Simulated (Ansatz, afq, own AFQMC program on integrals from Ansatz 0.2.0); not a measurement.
Two steps: Ansatz 0.2.0 writes the Fock matrix and Cholesky factors of the valence space, and afq projects on them the lowest state that overlaps trial and start.

```yaml
crystal:
  periodic: [false, false, false]
  atoms:
    - {symbol: Ga, position_ang: [0.000000, 0.000000, 0.000000]}
basis:
  gaussian: {orbitals: cc-pVQZ}
magnetization: {spin_polarized: true, initial_magnetization: 3}
correlation: {method: ccsd_t, electrons: outside_noble_gas, hamiltonian_folder: ham}
```

```sh
$ ansatz run in.yaml --threads 1 --pin off --events-out ev --progress --plain --max-ram 1843MiB
```

afq runs on the folder ham with

```
--method free --trial cisd --walkers 60 --time-step 0.03 --max-blocks 80 --target-error 0.00021 --factor-cut 1e-05 --seed 1308 --times 0,0.3,0.6,1.2,1.8,2.4,3.6,4.8,6 --taylor-order 8
```

Times are imaginary, in 1/Eh. The walk had a cap of 1868 s. Filled inner d shells are frozen with the cores.

```
orbitals 54  electrons 3 0  factors 406 of 437
reference energy -1923.15195053 Eh
CCSD correlation -0.01257167 Eh in 8 cycles, weight of the determinant in the CISD state 0.9856
repeat  energy at the last time / Eh  error
    10  -1923.164699  0.000022
    20  -1923.164704  0.000019
    30  -1923.164698  0.000014
time / (1/Eh)  energy / Eh  error  mean overlap
  0.00  -1923.164522  0.000000  1.0145
  0.30  -1923.164586  0.000003  1.0128
  0.60  -1923.164626  0.000005  1.0137
  1.20  -1923.164656  0.000004  1.0212
  1.80  -1923.164659  0.000006  1.0276
  2.40  -1923.164674  0.000008  1.0248
  3.60  -1923.164692  0.000010  1.0272
  4.80  -1923.164694  0.000011  1.0184
  6.00  -1923.164701  0.000014  1.0121
energy -1923.164701 +/- 0.000014 Eh
```

Q: Estimate how long the walk took on 1 thread of Intel(R) Xeon(R) Platinum 8259CL CPU @ 2.50GHz (Skylake/Cascade Lake), on a shared host.

A: 5.8 min of wall time.

The run passed its tests (error under three times the target), which doesn't prove that it has relaxed.

Against this walk (error 0.4 meV) on the same determinant: CCSD(T) 1.8 meV higher, full CI 0.5 meV higher (within the noise). The error is statistical, and a free projection of finite length keeps a remainder of its start.

Cautions: remainder of the start not in the error; no relativity below Rb; no spin-orbit coupling; inner d shell frozen; another spin lies lower (by 4.06 eV).

A walk keeps the symmetry of its determinant, which the program's search chose and which needn't be the lowest solution, so a lower state of the same spin and another symmetry isn't excluded.
